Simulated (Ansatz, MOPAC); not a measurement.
Molecule: formaldehyde, CH2O (charge 0, singlet). SMILES: C=O
Coordinates optimised at B3LYP-D3(BJ)/def2-TZVP (Ansatz, an electronic-structure program):
```
C
O 1 1.1989
H 1 1.1075 2 122.05
H 1 1.1075 3 115.91 2 180.00
```

Wanted: vertical ionisation energy to the doublet, in eV. Conventions: UHF or UKS for open shells; no spin-orbit coupling; non-relativistic; six Cartesian d functions in 6-31G* and its kin unless marked 5d; dispersion terms only where a functional's name holds one; valence correlation only; each state is the SCF solution reached for its charge and spin. First-principles rows: single points at B3LYP-D3(BJ) geometries (Ansatz). Semi-empirical rows: differences of heats of formation at the shared geometry for vertical values.

```csv
species,coefficient,"E at MP2/6-31G* (Ansatz), Eh","E at PBE/def2-TZVPD (Ansatz), Eh","heat of formation at PM3 (MOPAC), kcal/mol"
"charge 1, doublet",+1,-113.76800,-114.02552,203.59
"charge 0, singlet",-1,-114.16696,-114.42020,-33.91
```

Measured values: CCCBDB table in ASE; they hold spin-orbit and core effects.  Value to compare with, the measured value: 10.88 eV. 1 Eh = 27.2114 eV and 1 eV = 23.0605 kcal/mol.

Compute it at each level from the table, and compare with the measured value.


- MP2/6-31G*: the sum of coefficient times E is 0.39896 Eh, or 10.856 eV. Result: 10.86 eV. Its error against the measured value is -0.02 eV.
- PBE/def2-TZVPD: the sum of coefficient times E is 0.39468 Eh, or 10.740 eV. Result: 10.74 eV. Its error against the measured value is -0.14 eV.
- PM3: the sum of coefficient times heat of formation is 237.50 kcal/mol, or 10.30 eV. Its error against the measured value is -0.58 eV.
